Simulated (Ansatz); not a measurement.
Heating and cooling a random packing of Ta₂Co₇Ni₇

A packing of 16 atoms, thrown in at random and pushed apart as soft spheres with like charges further apart (7 Co, 7 Ni, 2 Ta) went through Langevin stages in a fixed cell of 12.06 Å³/atom, at one k point, without spin and with a Fermi–Dirac width of kT (0.05 eV at least). Computed with DFT PBE, scalar-relativistic, plane waves, PAW (Ansatz).

```csv
thermostat (K),duration (fs),friction (1/fs),cutoff (eV),mean T (K),mean P (GPa),mean square displacement (Å²)
2810,72,0.030,320,2139,16.9,0.12
2810,486,0.030,420,2674,13.3,0.65
2030,393,0.030,420,2014,9.4,0.26
1130,513,0.030,420,1139,1.6,0.18
300,639,0.030,420,303,-4.4,0.05
```

Means run over the second half of a stage; pressure includes the kinetic part; displacements count from the stage's start, the atoms' common shift taken off. In so short a run the atoms moved about a bond length or less in the hot stages, so this is an annealed packing, not a quenched equilibrium liquid.

Cell and atoms were then relaxed on coarser meshes and computed once more: Settings: cutoff 420 eV, Γ-centred mesh 4×4×5 on the computed 16-atom cell, Gaussian smearing of 0.10 eV; collinear spin from starting moments 1.41 1.18 1.65 1.9 1.15 1.7 1.43 0.32 0.61 0.36 0.33 0.4 0.31 0.38 -0.22 -0.19 μB.

Q: What structure is left?

A: One draw of many: 11.67 Å³/atom with no gap on the mesh, 0.06 eV/atom below the elements' standard states (static lattices, no corrections for gases) (a random packing after short dynamics, relaxed). One magnetic start was tried.

Counting as bonded all pairs within 1.3 times the summed covalent radii:

```tsv
atom → neighbour	mean count	mean length (Å)	spread (Å)
Co → Co	4.86	2.52	0.06
Co → Ni	5.71	2.54	0.07
Co → Ta	2.29	2.94	0.50
Ni → Co	5.71	2.54	0.07
Ni → Ni	4.57	2.53	0.04
Ni → Ta	2.29	2.85	0.45
Ta → Co	8.00	2.94	0.50
Ta → Ni	8.00	2.85	0.45
Ta → Ta	2.00	3.11	0.20
```

Angles between all pairs of such bonds at an atom (mean ± spread): 96 ± 35° at Co, 97 ± 35° at Ni, 94 ± 36° at Ta.

```xyz
16
Lattice="5.1089 0.0181 0.0098 -0.0166 5.9923 -0.1720 -0.0050 -0.1762 6.1027" Properties=species:S:1:pos:R:3 pbc="T T T"
Co    3.2668    1.7609    4.0016
Co    2.0606    2.9268   -0.0669
Co    0.7210    4.7211    0.8759
Co    3.2589    4.1646    4.4250
Co    4.4752    0.1352    5.5411
Co    0.7131    4.3011    4.4264
Co    2.0156    3.3173    2.4588
Ni    2.0843    0.1302    5.5521
Ni    3.2819    4.8585    0.8785
Ni    2.0006    5.7576    2.8573
Ni    4.4628    2.9268   -0.0615
Ni    4.5306    3.3228    2.4609
Ni    3.2778    1.3453    1.5237
Ni    4.5290    5.7771    2.8785
Ta    0.7291    1.7719    4.1677
Ta    0.7193    1.2726    1.3002
```

The final mesh leaves forces up to 0.08 eV/Å and stresses up to 0.8 GPa: the relaxation ran on a coarser mesh, so the cell's shape, its bonds and its energy belong partly to that mesh.

The k mesh is coarse. Spin-orbit coupling is left out, which matters for the bands of heavy elements.

Cost: 6 runs of about 51 core-minutes in all (earlier runs that led there not counted), on Intel Xeon Platinum 8375C (Ice Lake) (shared hosts).